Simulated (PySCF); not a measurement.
Bonds (- single, = double, # triple, : aromatic): C1#N2 1.165 Å, N2-C3 1.432 Å, C3-C4 1.525 Å, C3-C5 1.525 Å, C3-C6 1.526 Å. C4 carries H7, H8, H9; C5 carries H10, H11, H12; C6 carries H13, H14, H15. Formal charges: C1 -1, N2 +1.

Geometry: PBE0-D3(BJ)/def2-TZVP; GIAO shifts from PySCF 2.14, gas phase, non-relativistic, averaged over equivalent atoms.

At KT3/pcSseg-2 (342 basis functions, 100 s wall time (3.4 min CPU) on 2 threads of an Intel Xeon, shared host):
```
                           atoms  δ (ppm)
                              C1    157.5
                              C3     56.0
                        C4/C5/C6     33.0
                              N2    202.9
H7/H8/H9/H10/H11/H12/H13/H14/H15     1.36
```

Chemical shifts δ = σref − σ; ¹³C (183.24 ppm) and ¹H (31.63 ppm) against TMS; ¹⁵N (261.05 ppm) against NH3, all at this level.

Estimate the result of repeating the calculation with B97-2/pcSseg-2.

Results:


```csv
atoms,δ at B97-2/pcSseg-2,change
C1,173.6,+16.1
C3,55.1,-0.9
C4/C5/C6,33.4,+0.4
N2,211.4,+8.5
H7/H8/H9/H10/H11/H12/H13/H14/H15,1.35,-0.01
```

Shifts are taken against calculated references (same method and geometry level): ¹³C (σref 185.38), ¹H (σref 31.64) against TMS; ¹⁵N (σref 261.75) vs NH3.

The largest change is at C1 (isocyanide carbon). Cost: 342 basis functions, 84 s wall time (2.8 min CPU) on 2 threads of an Intel Xeon, shared host. The order of the carbon signals is the same at both levels.

Experimental scales use liquid or dissolved standards, which lie at an offset from isolated NH3 (liquid NH3: subtract about 20 ppm). Unscaled 15N shifts of sp2 nitrogen come out 20 to 40 ppm too high even then.
